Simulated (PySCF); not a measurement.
Estimate the missing entries of this data sheet.

C5H8O.
SMILES: `C=C/C=C/OC`

Conformer (atom-mapped SMILES and torsion angles): `[CH2:1]=[CH:2]/[CH:3]=[CH:4]/[O:5][CH3:6]`: C1–C2–C3–C4 180°, C3–C4–O5–C6 0°.

| property | level | value |
| --- | --- | --- |
| point group | PBE0-D3(BJ)/def2-SVP | Cs |
| rotational constants A, B, C | PBE0-D3(BJ)/def2-SVP | 12.903, 1.602, 1.438 GHz |
| dipole moment | CAM-B3LYP/def2-SVPD | ? |
| HOMO energy | CAM-B3LYP/def2-SVPD | ? |
| LUMO energy | CAM-B3LYP/def2-SVPD | 0.73 eV |
| lowest singlet excitation | TDDFT CAM-B3LYP/def2-SVPD | 5.62 eV (220 nm, f = 0.743) |
| lowest triplet excitation (Tamm–Dancoff) | TDA CAM-B3LYP/def2-SVPD | ? |
| static isotropic polarisability | CAM-B3LYP/def2-SVPD | ? |
| vertical ionisation energy | ΔSCF CAM-B3LYP/def2-SVPD | ? |
| electronic spatial extent ⟨r²⟩ about the centre of nuclear charge | CAM-B3LYP/def2-SVPD | 823 bohr² |
| 13C chemical shifts (computed TMS as zero) by class | GIAO PBE0/pcSseg-1 | 159.4 (1 C), 141.6 (1 C), 117.0 (1 C), 108.8 (1 C), 54.4 (1 C) ppm |
| 1H chemical shifts (computed TMS as zero) by class | GIAO PBE0/pcSseg-1 | ? |
| isotropic shieldings of nuclei other than C and H, by class | GIAO PBE0/pcSseg-1 | 218 (1 O) ppm |
| largest of the computed one-bond spin–spin couplings (means over like bonds) | B3LYP/pcJ-1, spin–dipole term left out | 13C–1H +190.3, 13C–1H +171.4, 13C–1H +164.3, 13C–1H +159.1, 13C–1H +156.5, 13C–1H +148.9 (×3), 13C–13C +86.1, 13C–13C +78.3 Hz |

Gas-phase values; electronic properties from PySCF, density fitting. Geometry: PBE0-D3(BJ)/def2-SVP, one conformer, isolated molecule. NMR classes are plain means over equivalent atoms (diastereotopic ones count apart unless rotation or inversion swaps them), as if these changed places fast; in this geometry the members of some classes differ.

(1) What is the dipole moment?

(2) The HOMO energy?

(3) Give the lowest triplet excitation (Tamm–Dancoff).

(4) Give the 1H chemical shifts (computed TMS as zero) by class.

(5) Give the static isotropic polarisability.

(6) The vertical ionisation energy?

Answers

(1) 1.19 D.

(2) -7.29 eV.

(3) 3.17 eV.

(4) 6.69 (1 H), 6.19 (1 H), 5.29 (1 H), 5.17 (1 H), 5.00 (1 H), 3.50 (3 H) ppm.

(5) 73.8 au.

(6) 8.06 eV.

The vertical singlet–triplet gap S1 − T1 is 2.45 eV (TDDFT singlet less Tamm–Dancoff triplet; S1: HOMO→LUMO, weight 0.97; T1: HOMO→LUMO, weight 0.93). The principal polarisabilities are 47.3, 62.8 and 111.2 au; their mean is the isotropic value. The ΔSCF ionisation energy exceeds −ε(HOMO) by 0.77 eV with CAM-B3LYP. The rotational constants make it an asymmetric top with κ = (2B − A − C)/(A − C) = -0.97, nearer the prolate limit (−1). The dipole matches unit charges of opposite sign 0.25 Å apart (1 e·Å = 4.8032 D). The polarisability is 10.93 Å³ as a volume (1 au = 0.148185 Å³), or 1.60 au for each of the 46 electrons.

For the TDDFT job (CAM-B3LYP/def2-SVPD), the run took 39 s wall on one thread, Arm Neoverse V2, on a shared host.
